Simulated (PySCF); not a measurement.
First SCF of a structure search on singlet SOF₂, at a hand-made T-shaped (ligand arrangement 2) geometry. PySCF input:

```python
from pyscf import gto, scf, dft
mol = gto.M(atom='''
S      0.000000     0.000000     0.000000
O      0.000000     0.000000     1.510000
F      1.669000     0.000000     0.058300
F     -1.669000     0.000000     0.058300''',
    basis={'S': 'def2-TZVP', 'O': 'def2-TZVP', 'F': 'def2-TZVP'},
    charge=0, spin=0)
mf = dft.RKS(mol, xc='PBE0')
mf.grids.atom_grid = (50, 194)
aux = {'S': 'def2-universal-JKFIT', 'O': 'def2-universal-JKFIT', 'F': 'def2-universal-JKFIT'}
mf = mf.density_fit(auxbasis=aux)
mf.conv_tol = 1e-08
mf.diis_space = 10
mf.max_cycle = 60
mf.init_guess = 'minao'
mf.verbose = 4
mf.kernel()
```

Excerpt of the output (cycles and frontier levels):

```
init E= -673.253655168318
  HOMO = -0.363989718186312  LUMO = -0.205216816645112  gap/eV = 4.32043
cycle= 1 E= -672.481477576554  delta_E= 0.772  |g|= 1.15  |ddm|= 2.11
  HOMO = -0.186349658571433  LUMO = -0.183456671849448  gap/eV = 0.07872
cycle= 2 E= -671.383936438424  delta_E=  1.1  |g|= 2.59  |ddm|= 2.09
  HOMO = -0.35216851399713  LUMO = -0.212642752882047  gap/eV = 3.79669
cycle= 3 E= -672.673627082632  delta_E= -1.29  |g|= 0.59  |ddm|= 1.61
  HOMO = -0.345505274655693  LUMO = -0.198637981985939  gap/eV = 3.99646
cycle= 4 E= -672.732534899403  delta_E= -0.0589  |g|= 0.167  |ddm|= 0.371
  HOMO = -0.351479453202852  LUMO = -0.197117689679722  gap/eV = 4.20040
cycle= 5 E= -672.737032385291  delta_E= -0.0045  |g|= 0.0316  |ddm|= 0.0744
  HOMO = -0.354499992000414  LUMO = -0.196519571755779  gap/eV = 4.29887
cycle= 6 E= -672.737232757737  delta_E= -0.0002  |g|= 0.0093  |ddm|= 0.0185
  HOMO = -0.354771215672046  LUMO = -0.19602714837341  gap/eV = 4.31965
cycle= 7 E= -672.737249902545  delta_E= -1.71e-05  |g|= 0.00104  |ddm|= 0.0059
  HOMO = -0.354997590763843  LUMO = -0.196217483757763  gap/eV = 4.32063
cycle= 8 E= -672.737250105921  delta_E= -2.03e-07  |g|= 0.000159  |ddm|= 0.000993
  HOMO = -0.354973302669698  LUMO = -0.19619339826059  gap/eV = 4.32062
cycle= 9 E= -672.737250112348  delta_E= -6.43e-09  |g|= 8.64e-05  |ddm|= 0.000207
  HOMO = -0.354997441859368  LUMO = -0.196199883067841  gap/eV = 4.32110
Extra cycle  E= -672.737250103887  delta_E= 8.46e-09  |g|= 0.000228  |ddm|= 0.00016
converged SCF energy = -672.737250103887
```

No lower solution of this spin was found by a stability analysis within the restricted form, which does not test spin polarisation.

The search for the lowest solution, with the stability check, took 9.5 s on 4 threads of a shared Arm Neoverse V2 host, with 130 basis functions; the process peaked at 0.43 GiB. Launch command: `OMP_NUM_THREADS=4 python axn.py task.json out`.
